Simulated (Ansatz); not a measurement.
**Two structures, one formula**

The two ends of one reaction step of BNH₆S, closed shell (PBE0-D4/def2-TZVP).

A:

| atom | x (Å) | y (Å) | z (Å) |
| --- | --- | --- | --- |
| B1 | -0.4508 | 0.0608 | -0.5843 |
| S2 | 1.1634 | 0.5079 | -1.4603 |
| H3 | -0.9621 | -0.8726 | -1.1542 |
| H4 | -1.1887 | 0.9938 | -0.3860 |
| H5 | 0.6273 | -1.2661 | 0.7972 |
| N6 | -0.0499 | -0.5147 | 0.8982 |
| H7 | 1.3359 | 1.7450 | -0.9671 |
| H8 | -0.8620 | -0.8663 | 1.3992 |
| H9 | 0.3869 | 0.2122 | 1.4573 |

B:

```json
{"atom": "B1", "x (Å)": "-1.4839", "y (Å)": "-0.0848", "z (Å)": "-0.0651"}
{"atom": "S2", "x (Å)": "2.4597", "y (Å)": "0.7742", "z (Å)": "-0.3240"}
{"atom": "H3", "x (Å)": "-2.6495", "y (Å)": "-0.3477", "z (Å)": "0.0106"}
{"atom": "H4", "x (Å)": "-1.0509", "y (Å)": "0.5808", "z (Å)": "-0.9651"}
{"atom": "H5", "x (Å)": "2.4879", "y (Å)": "-0.2208", "z (Å)": "-1.2240"}
{"atom": "N6", "x (Å)": "-0.6117", "y (Å)": "-0.5541", "z (Å)": "0.8989"}
{"atom": "H7", "x (Å)": "1.3758", "y (Å)": "1.3267", "z (Å)": "-0.8928"}
{"atom": "H8", "x (Å)": "-0.9067", "y (Å)": "-1.1145", "z (Å)": "1.6805"}
{"atom": "H9", "x (Å)": "0.3792", "y (Å)": "-0.3596", "z (Å)": "0.8811"}
```

Computed with Ansatz 0.2.0 (basis: def2-TZVPP); correlated methods freeze the cores. B3LYP uses VWN-RPA correlation.

**Question.** Which structure is lower at CCSD(T), and by how much? (Judge from chemistry; the value comes from the calculation.)

**Answer.** The calculation gives: A, by 0.280 eV (electronic energy, against the other). By their contacts, A is BNH₆S ([NH3][BH2][SH]) and B is a complex of BNH₄ ([BH2][NH2]) + H₂S.

**Question.** Do the other methods give the same order? (A judgement: the text doesn't fix the answer.)

**Answer.** The calculation gives: Not all: HF gives the other order.

| method | E(B) − E(A) (eV) |
| --- | --- |
| SPW92 | 0.603 |
| PBE-D4 | 0.375 |
| BLYP-D4 | 0.130 |
| r2SCAN-D4 | 0.360 |
| B97M-V | 0.284 |
| PBE0-D4 | 0.415 |
| B3LYP-D4 | 0.177 |
| r2SCAN0-D4 | 0.393 |
| BHLYP-D4 | 0.199 |
| CAM-B3LYP-D4 | 0.194 |
| wB97X-V | 0.302 |
| wB97M-V | 0.276 |
| B2PLYP | 0.196 |
| PBE-QIDH | 0.429 |
| RPA on PBE | 0.193 |
| HF | -0.032 |
| MP2 | 0.358 |
| CCSD | 0.242 |
| CCSD(T) | 0.280 |

No T1 diagnostic of these runs exceeds 0.012.

Labels in which every atom is bracketed show which atoms are joined, not bond orders.

For scale, one of the runs: CCSD(T)/def2-TZVPP, 188 basis functions, launched by `ansatz run in.yaml --threads 2 --pin off --events-out ev --progress --plain --max-ram 4352MiB`. Hardware: 2 CPU threads of an Arm Neoverse V1, shared host. Wall time 42 s; peak host memory 1.9 GiB.
